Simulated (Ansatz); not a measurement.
# doublet BH4 at 6 levels

We compute a comparison of 6 runs (U-r2SCAN/6-31G, U-revPBE/6-31G, U-wB97M-V/6-31G, UBHLYP/6-31G, UBLYP/3-21G, UBCCD(T)/6-31G) of doublet BH4. 

The calculation is run with Ansatz 0.2.0.

## Step 1: The structure to begin with

BH4 has 5 atoms, charge 0, and is taken as a doublet. SMILES of the parent species: `[H][B-]([H])([H])[H]`. Geometry: relaxed at GFN2-xTB. That shape belongs to the parent species and isn't relaxed for this state.

Bond lengths: B1–H2 1.229 Å, B1–H3 1.229 Å, B1–H4 1.229 Å, B1–H5 1.229 Å. Angles: H2–B1–H3 109.5°, H2–B1–H4 109.5°, H2–B1–H5 109.5°, H3–B1–H4 109.5°, H3–B1–H5 109.5°, H4–B1–H5 109.5°.

## Step 2: A single-point energy at U-r2SCAN/6-31G (run 1)

The input, job.yaml:

```yaml
crystal:
  periodic: [false, false, false]
  atoms:
    - {symbol: B, position_ang: [0.000000, -0.000190, -0.000050]}
    - {symbol: H, position_ang: [0.011880, -0.020580, 1.229120]}
    - {symbol: H, position_ang: [1.154650, 0.011840, -0.420810]}
    - {symbol: H, position_ang: [-0.587600, 1.007810, -0.387560]}
    - {symbol: H, position_ang: [-0.578930, -0.998880, -0.420690]}
basis:
  gaussian:
    orbitals: 6-31G
magnetization:
  spin_polarized: true
  initial_magnetization: 1
hamiltonian:
  xc: {name: r2SCAN}
accuracy: high
```

On the command line:

```console
$ ansatz run job.yaml --threads 1 --pin off --max-ram 2610MiB --events-out events.jsonl --progress --plain --runs-dir runs
```

The program printed:

```text
Warning: RAYON_NUM_THREADS=1 ignored (pool sized by the plan → 1); use --threads N
Functional definition: r2SCAN
  name "r2SCAN"
  parameter k0 = 0.174
  parameter k1 = 0.065
  parameter a1 = 4.9479
  exchange = r2scan_x(k0 = k0, k1 = k1, a1 = a1)
  correlation = r2scan_c
409 factors; integrals over basis functions are off by at most 2.7e-9 eV
mean field evaluation 1: about -735.1380 eV, gradient 1.2e1 eV
mean field evaluation 2: about -734.4829 eV, gradient 1.5e1 eV
mean field evaluation 4: about -736.2334 eV, gradient 3.7e0 eV
mean field evaluation 8: about -736.3723 eV, gradient 5.9e-1 eV
mean field evaluation 16: about -736.3667 eV, gradient 1.2e-3 eV
mean field evaluation 32: about -736.0129 eV, gradient 4.4e0 eV
mean field evaluation 64: about -736.3199 eV, gradient 1.8e0 eV
mean field -736.36685358 eV, -27.0609827416 hartree, gradient 5.5e-8 eV, S^2 0.753630; 8 other end points of the search recorded, 0 dependent functions left out
reference -736.36685446 eV, -27.0609827739 hartree; 5, 4 occupied and 12, 13 virtual orbitals, 409 factors
Total energy: -736.36685446 eV, -27.0609827739 hartree
```

Wall time 6 s (1 thread of Arm Neoverse V2, shared host); peak memory 0.17 GiB.

## Step 3: The energy at U-revPBE/6-31G (run 2)

The input, input.yaml:

```yaml
crystal:
  periodic: [false, false, false]
  atoms:
    - {symbol: B, position_ang: [0.000000, -0.000190, -0.000050]}
    - {symbol: H, position_ang: [0.011880, -0.020580, 1.229120]}
    - {symbol: H, position_ang: [1.154650, 0.011840, -0.420810]}
    - {symbol: H, position_ang: [-0.587600, 1.007810, -0.387560]}
    - {symbol: H, position_ang: [-0.578930, -0.998880, -0.420690]}
basis:
  gaussian: {orbitals: 6-31G}
accuracy: high
hamiltonian: {xc: {name: revPBE}}
magnetization: {spin_polarized: true, initial_magnetization: 1}
```

On the command line:

```console
$ ansatz run input.yaml --threads 1 --pin off --max-ram 2610MiB --events-out events.jsonl --progress --plain --runs-dir runs
```

The program printed:

```text
Warning: RAYON_NUM_THREADS=1 ignored (pool sized by the plan → 1); use --threads N
Functional definition: revPBE
  name "revPBE"
  parameter kappa = 1.245
  parameter beta = 0.06672455060314922
  exchange = pbe_x(kappa = kappa, mu = beta*pi^2/3)
  correlation = pbe_c(beta = beta)
409 factors; integrals over basis functions are off by at most 2.7e-9 eV
mean field evaluation 1: about -735.4341 eV, gradient 1.3e1 eV
mean field evaluation 2: about -734.3877 eV, gradient 1.8e1 eV
mean field evaluation 4: about -736.2735 eV, gradient 7.5e0 eV
mean field evaluation 8: about -736.9126 eV, gradient 2.4e0 eV
mean field evaluation 16: about -736.9766 eV, gradient 5.1e-3 eV
mean field evaluation 32: about -736.7589 eV, gradient 1.8e-1 eV
mean field evaluation 64: about -736.9044 eV, gradient 2.3e0 eV
mean field -736.97677116 eV, -27.0833967995 hartree, gradient 4.1e-8 eV, S^2 0.751352; 8 other end points of the search recorded, 0 dependent functions left out
reference -736.97677375 eV, -27.0833968945 hartree; 5, 4 occupied and 12, 13 virtual orbitals, 409 factors
Total energy: -736.97677375 eV, -27.0833968945 hartree
```

It took 2.8 s on 1 thread of Arm Neoverse V2, shared host; peak memory 0.12 GiB.

## Step 4: The energy at U-wB97M-V/6-31G (run 3)

The input, in.yaml:

```yaml
crystal:
  periodic: [false, false, false]
  atoms:
    - {symbol: B, position_ang: [0.000000, -0.000190, -0.000050]}
    - {symbol: H, position_ang: [0.011880, -0.020580, 1.229120]}
    - {symbol: H, position_ang: [1.154650, 0.011840, -0.420810]}
    - {symbol: H, position_ang: [-0.587600, 1.007810, -0.387560]}
    - {symbol: H, position_ang: [-0.578930, -0.998880, -0.420690]}
basis:
  gaussian:
    orbitals: 6-31G
magnetization:
  spin_polarized: true
  initial_magnetization: 1
hamiltonian:
  xc: {name: wB97M-V}
accuracy: high
```

On the command line:

```console
$ ansatz run in.yaml --threads 1 --pin off --max-ram 2610MiB --events-out events.jsonl --progress --plain --runs-dir runs
```

The program printed, shortened:

```text
Warning: RAYON_NUM_THREADS=1 ignored (pool sized by the plan → 1); use --threads N
Functional definition: wB97M-V
  name "wB97M-V"
[...]
  gx(w, u) = 1 - cx + cx01*u + cx10*w
  gss(w, u) = css00 + css04*u^4 + css10*w + css20*w^2 + css43*w^4*u^3
  gos(w, u) = cos00 + cos10*w + (cos20 + cos21*u)*w^2 + (cos60 + cos61*u)*w^6
[...]
      + integral(e_c_pw_mod_opposite_spin*gos(b97_w_opposite, b97_u_opposite)) + vv10(b, c)
409 factors; integrals over basis functions are off by at most 2.7e-9 eV
171 factors; integrals over basis functions are off by at most 9.2e-10 eV
[...]
mean field -735.77919811 eV, -27.0393868016 hartree, gradient 1.5e-8 eV, S^2 0.752660; 2 other end points of the search recorded, 0 dependent functions left out
reference -735.77920057 eV, -27.0393868921 hartree; 5, 4 occupied and 12, 13 virtual orbitals, 409 factors
Total energy: -735.77920057 eV, -27.0393868921 hartree
```

Wall time 11 s (1 thread of Arm Neoverse V2, shared host); peak memory 0.35 GiB.

Runs 4 to 5 aren't shown in full; the table further down has their settings and results.

## Step 5: The energy at UBCCD(T)/6-31G (run 6)

Edit input.yaml of step 3 so:

```diff
@@ -9,5 +9,12 @@
 basis:
-  gaussian: {orbitals: 6-31G}
+  gaussian:
+    orbitals: 6-31G
+magnetization:
+  spin_polarized: true
+  initial_magnetization: 1
+correlation:
+  method: bccd_t
+  frozen_orbitals: {B: 1, H: 0}
 accuracy: high
-hamiltonian: {xc: {name: revPBE}}
-magnetization: {spin_polarized: true, initial_magnetization: 1}
+scf:
+  omitted_lower_state_checks: [cluster_reference, increment]
```

On the command line:

```console
$ ansatz run input.yaml --threads 1 --pin off --max-ram 2610MiB --events-out events.jsonl --progress --plain --runs-dir runs
```

The program printed, shortened:

```text
Warning: RAYON_NUM_THREADS=1 ignored (pool sized by the plan → 1); use --threads N
Functional definition: HF
  name "HF"
[...]
409 factors; integrals over basis functions are off by at most 2.7e-9 eV
[...]
mean field -729.87767484 eV, -26.8225098216 hartree, gradient 1.5e-8 eV, S^2 0.757664; 8 other end points of the search recorded, 0 dependent functions left out
1 core orbitals not correlated: weight in the atoms' cores, before any rotation towards them, 1.000 or more for the frozen orbitals, at most 0.000 for the correlated occupied ones
reference -729.87767484 eV, -26.8225098216 hartree; 4, 3 occupied and 12, 13 virtual orbitals, 409 factors
second order -1.75118001 eV of doubles, -0.00000000 eV of singles
cycle   1  -2.14151512 eV  change   -3.9e-1 eV  update   4.8e-2
[...]
cycle  34  -2.33126727 eV  change  -8.7e-11 eV  update  2.2e-10
perturbative correction -0.03859982 eV, -0.0014185171 hartree
Total energy: -732.24754193 eV, -26.9096008306 hartree
Checks for a lower state left out: cluster_reference, increment
```

Wall time 0.39 s (1 thread of Arm Neoverse V2, shared host).

## Step 6: Overview of the runs

```
run            level  frozen core orbitals  energy (Eh)   ⟨S²⟩  wall time
  1   U-r2SCAN/6-31G                     –   -27.060983  0.754        6 s
  2   U-revPBE/6-31G                     –   -27.083397  0.751      2.8 s
  3  U-wB97M-V/6-31G                     –   -27.039387  0.753       11 s
  4     UBHLYP/6-31G                     –   -27.053321  0.759      2.4 s
  5      UBLYP/3-21G                     –   -26.917120  0.752      2.7 s
  6   UBCCD(T)/6-31G                     1   -26.909601  0.758     0.39 s
```

## Step 7: Outcome

```
                                         quantity         value
                              run 6: total energy  -26.90960 Eh
run 6: correlation energy (1 core orbital frozen)     -87.1 mEh
                            run 6: (T) correction     -1.42 mEh
         run 6: ⟨S²⟩ of the reference determinant         0.758
```

In words: Totals of different functionals can't be ranked against each other. All runs together took 25 s, the longest 11 s.
